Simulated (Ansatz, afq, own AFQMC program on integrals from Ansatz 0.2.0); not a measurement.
## CH$_{5}$, doublet: AFQMC among the cluster methods

```xyz
6

H    -2.1638    0.0000    0.0000
H    -1.0308    0.0000    0.0000
C     0.2142    0.0000    0.0000
H     0.2142   -1.0800    0.0000
H     0.2142    0.5400    0.9353
H     0.2142    0.5400   -0.9353
```

Basis cc-pVTZ. Noble-gas cores (and the filled d shells of Ga–Kr and In–Xe) are frozen. Ansatz 0.2.0 and our own AFQMC program on the same integrals; the CISD trial comes from CCSD amplitudes, and released means the phaseless constraint is let go. Error bars are statistical, one sigma.

Determinant: UHF, the one that the program's search chose, which needn't be the lowest solution. The geometry is a point of a scan.

No full CI on the walks' own integrals is used here; CCSDT(Q) serves as the reference and is uncertain by about the last step of the cluster series.

Cautions: the released energies have errors that jump between times, so the bars are unsure, so no released level is given (meV from the phaseless value at times in 1/Eh: -2 ± 5 at 0.24, -6 ± 4 at 0.51, -31 ± 18 at 0.99, -10 ± 3 at 1.62, -12 ± 6 at 2.40), though the last usable value meets CCSDT(Q) within the noise.

- T1 diagnostic: 0.0159
- weight of the determinant in the CISD state: 0.910
- ⟨S²⟩ of the determinant: 0.792
- size of the correlated space: 9 electrons in 99 orbitals

```json
{"level": "MP2", "correlation energy (eV)": "-5.6931"}
{"level": "CCSD", "correlation energy (eV)": "-6.3708"}
{"level": "CCSD(T)", "correlation energy (eV)": "-6.5772"}
```

Question: Estimate where phaseless AFQMC with a CISD trial lies against CCSD(T) on the same integrals.

Answer: 0.37 ± 0.11 kcal/mol below CCSD(T).

Reference: CCSDT(Q), correlation energy -6.600 eV.

```
        level  E − E(reference) (kcal/mol)  share of correlation (%)
      CCSD(T)                         0.52                     99.66
        CCSDT                         0.16                     99.90
ph-AFQMC/CISD                  0.15 ± 0.11                     99.90
```

A walk keeps the symmetry of its determinant, which the program's search chose and which needn't be the lowest solution, so a lower state of the same spin and another symmetry isn't excluded.
